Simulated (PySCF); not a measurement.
`ClC(Cl)(Cl)Cl`: 4 charge schemes on one density

CCl4.
Atom-mapped SMILES: `[Cl:1][C:2]([Cl:3])([Cl:4])[Cl:5]`

Structure used (GFN2-xTB), in Å, numbered top down from 1:
```xyz
5
CCl4 angstrom
Cl     1.3885    0.8939    0.6352
C      0.0019    0.0007   -0.0035
Cl     0.5459   -1.1032   -1.2744
Cl    -1.1749    1.1385   -0.6748
Cl    -0.7528   -0.9271    1.3003
```

Density: PBE0/pcSseg-1 (PySCF); schemes: Mulliken, IAO, Hirshfeld and ESP-fitted. Geometry: GFN2-xTB; no solvent, vibrations or thermal averaging.

Q: What partial charge does each atom carry?

A: In e; atoms taken as equivalent share a row and are averaged (×n: the atom named and its like, n in all):

```csv
atom,environment,Mulliken,IAO,Hirshfeld,ESP-fitted
Cl1/Cl3/Cl4/Cl5,chlorine bonded to C,+0.085,+0.005,-0.027,+0.147
C2,carbon bonded to 4 Cl,-0.339,-0.021,+0.108,-0.590
```

Mean size of the charges over all atoms: ESP-fitted 0.236 e, Mulliken 0.135 e, Hirshfeld 0.043 e, IAO 0.008 e. Each set sums to the total charge, 0, to within 0.001 e. The Mulliken scheme counts on each atom the diagonal of the density matrix times the overlap matrix over that atom's basis functions.

Lowest charge. The schemes don't all agree: Mulliken C2 (-0.339); IAO C2 (-0.021); Hirshfeld Cl1/Cl3/Cl4/Cl5 (-0.027); ESP-fitted C2 (-0.590).

Highest charge. The schemes don't all agree: Mulliken Cl1/Cl3/Cl4/Cl5 (+0.085); IAO Cl1/Cl3/Cl4/Cl5 (+0.005); Hirshfeld C2 (+0.108); ESP-fitted Cl1/Cl3/Cl4/Cl5 (+0.147).

Q: How many electrons does the Mulliken scheme count on C2?

A: Z − q = 6 − (-0.339) = 6.339.

Q: Sum the charges by element, for elements with more than one atom.

A: 
```tsv
element	atoms	Mulliken	IAO	Hirshfeld	ESP-fitted
Cl	4	+0.339	+0.021	-0.108	+0.590
```
